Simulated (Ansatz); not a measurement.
Geometry optimisation, RKS B3LYP-D4/def2-TZVP (Ansatz).

Input file:

```yaml
crystal:
  periodic: [false, false, false]
  atoms:
    - { symbol: B, position_ang: [0.0, 0.0, 0.0] }
    - { symbol: Cl, position_ang: [0.0, 0.0, 2.21] }
    - { symbol: H, position_ang: [1.0305, 0.0, -0.595] }
    - { symbol: H, position_ang: [-1.0305, 0.0, -0.595] }
    - { symbol: F, position_ang: [0.0677, -1.5359, 0.5108] }
    - { symbol: H, position_ang: [0.0526, -1.1933, 1.5499] }
basis:
  gaussian: { orbitals: def2-TZVP }
hamiltonian:
  xc: b3lyp
  dispersion: d4
relax:
  f_tol: 0.15
  max_steps: 25
  restrain:
    - { distance: [0, 4], at: 1.32, k: 30.0 }
    - { distance: [5, 1], at: 1.37, k: 30.0 }
    - { distance: [0, 1], at: 3.06, k: 30.0 }
    - { distance: [5, 4], at: 2.12, k: 30.0 }
output:
  orbitals: {}
```

Launched with:

```bash
$ ansatz run input.yaml --threads 4 --pin off --max-ram 5120MiB --backend cpu --events-out ev --progress --plain --runs-dir out
```

Task: Where does it end, and by what steps?

Result: It converged. The restraints hold the end off the free minimum. After 7 steps the energy has fallen by 2.193 eV (the restraints' own energy left out); H6 moved furthest, 0.55 Å.

```
step  energy less start (eV)  largest force component (eV/Å)  accepted
   0                  0.0000                           4.299       yes
   1                 -0.8241                           4.272       yes
   2                 -1.6897                           3.053       yes
   3                 -2.1132                           1.704       yes
   4                 -2.1658                           1.028       yes
   5                 -2.0386                           1.784        no
   6                 -2.1853                           1.105       yes
   7                 -2.1928                           1.128       yes
```

```xyz
6
Properties=species:S:1:pos:R:3
B 0.016 -0.361 -0.414
Cl 0.015 0.084 2.615
H 1.058 0.176 -0.625
H -1.049 0.128 -0.621
F 0.045 -1.614 0.027
H 0.035 -1.142 2.098
```

The run took 8.7 s on 4 threads of Arm Neoverse V1, on a shared host, peak memory 0.18 GiB.
